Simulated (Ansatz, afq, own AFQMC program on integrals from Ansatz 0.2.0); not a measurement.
**CHSi, doublet in 6-31G, levels against full CI**

```yaml
atoms:
  - { symbol: Si, position_ang: [0.0000, 0.0000, 0.1365] }
  - { symbol: C, position_ang: [0.0000, 0.0000, -1.7725] }
  - { symbol: H, position_ang: [0.0000, 0.0000, 1.6360] }
```

Connectivity, by distances: SiH–C.

Basis 6-31G. Only valence electrons are correlated. Integrals, coupled cluster, full CI and functionals: Ansatz 0.2.0; the random walks run on the same integrals in our own AFQMC program. The CISD trial takes its coefficients from CCSD amplitudes. Released means that phaseless walkers are propagated on without the constraint, phases kept. Error bars are statistical, one sigma.

Determinant: ROHF, the one that the program's search chose, which needn't be the lowest solution. The geometry is a point of a scan.

Full CI on the same integrals is exact in this basis and with this determinant's frozen core.

Cautions: a spin-contaminated unrestricted determinant lies lower (UHF 782 meV lower, ⟨S²⟩ 1.64); strong correlation (T1 0.095, weight of the determinant 0.73, largest double 0.20); (T) is large, 6 % of the CCSD correlation; the released energies are still falling, so no released level is given (meV from the phaseless value at times in 1/Eh: -14 ± 4 at 0.24, -31 ± 4 at 0.51, -55 ± 3 at 0.99, -66 ± 4 at 1.62, -82 ± 5 at 2.40).

The T1 diagnostic is 0.0945, the weight of the determinant in the CISD state is 0.727 and the size of the correlated space is 9 electrons in 18 orbitals.

| level | correlation energy (eV) |
| --- | --- |
| MP2 | -3.8274 |
| CCSD | -4.7219 |
| CCSD(T) | -5.0268 |

**Question.** Estimate where full CI lies against CCSD(T) on the same integrals.

**Answer.** 2.71 mEh below CCSD(T).

Reference: full CI, correlation energy -5.100 eV. The cautions show a poor starting determinant, so the rows tell how each method copes with it here, and full CI is the sure value.

```csv
level,E − E(reference) (mEh),share of correlation (%)
CCSD(T),2.71,98.55
CCSDT,2.55,98.64
CCSDT(Q),0.23,99.88
CCSDTQ,0.46,99.76
ph-AFQMC/CISD,3.70 ± 0.18,98.02
```

CCSDT and higher add their correlation energy to the determinant of the CCSD(T) run, since their own runs factorise the integrals more tightly (a shift of under 2 meV). A walk keeps the symmetry of its determinant, which the program's search chose and which needn't be the lowest solution, so a lower state of the same spin and another symmetry isn't excluded.
